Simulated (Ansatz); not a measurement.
CCl₂, SMILES Cl[C]Cl: the interaction energy of a dimer with the counterpoise correction, run with Ansatz 0.2.0, Python API.

The script, `dimer_ccl2.py`:
```python
"""Binding of a CCl2 dimer at a trial geometry."""

from dataclasses import dataclass

import ansatz


@dataclass(frozen=True)
class RunConfig:
    basis: str = "def2-SVPD"
    functional: str = "PBE0"
    vdw: str = "d3bj"


settings = RunConfig()

FIRST = [
    ("Cl", (1.2806, -0.4498, 0.6555)),
    ("C", (-0.1692, -0.4276, -0.1387)),
    ("Cl", (-1.1114, 0.8774, -0.5168)),
]
SECOND = [
    ("Cl", (2.4463, -2.7001, -1.2328)),
    ("C", (2.741, -4.3202, -1.3797)),
    ("Cl", (3.0524, -5.4184, -0.1836)),
]

def energy(atoms, ghosts=()):
    molecule = ansatz.Crystal.molecule()
    for symbol, xyz in atoms:
        molecule = molecule.atom(symbol, xyz)
    calc = (
        molecule.calculation()
        .basis(gaussian=settings.basis)
        .functional(settings.functional, dispersion=settings.vdw)
        .accuracy("medium")
        .scf(lower_state_search="off")
    )
    deck = calc.input()
    if ghosts:
        deck = deck.set(ansatz.key.basis.gaussian.ghost_atoms, [{"symbol": s, "position_ang": list(xyz)} for s, xyz in ghosts])
    return ansatz.Session.from_dict(deck).plan().execute().report["free_energy_ev"]


def main() -> None:
    # monomers in their own basis and in the basis of the dimer
    both = energy(FIRST + SECOND)
    alone = energy(FIRST) + energy(SECOND)
    ghosted = energy(FIRST, SECOND) + energy(SECOND, FIRST)
    print(f"dimer {both:.6f} eV")
    print(f"interaction, uncorrected   {23.060548 * (both - alone):8.3f} kcal/mol")
    print(f"interaction, counterpoise  {23.060548 * (both - ghosted):8.3f} kcal/mol")
    print(f"basis-set superposition    {23.060548 * (alone - ghosted):8.3f} kcal/mol")


if __name__ == "__main__":
    main()
```

How large is the interaction at this pose, and how much of it is basis-set superposition?

Uncorrected it is -0.161 kcal/mol, with the counterpoise correction 0.827 kcal/mol; the difference, 0.99 kcal/mol, is the superposition error. The sign changes with the correction, so this basis doesn't settle it.

What the script printed:

```console
$ python dimer_ccl2.py
dimer -52121.766035 eV
interaction, uncorrected     -0.161 kcal/mol
interaction, counterpoise     0.827 kcal/mol
basis-set superposition       0.988 kcal/mol
```

Notes:
- The settings weren't tested for convergence.
- The dimer is a generated trial pose of unrelaxed monomers, not a minimum, so the figure is no binding energy, and the basis set is small.
- The whole script took 12 s on 1 thread of Arm Neoverse V1, on a shared host, peak memory 0.36 GiB.

(Lines on the test bed's own set-up are left out of the output.)
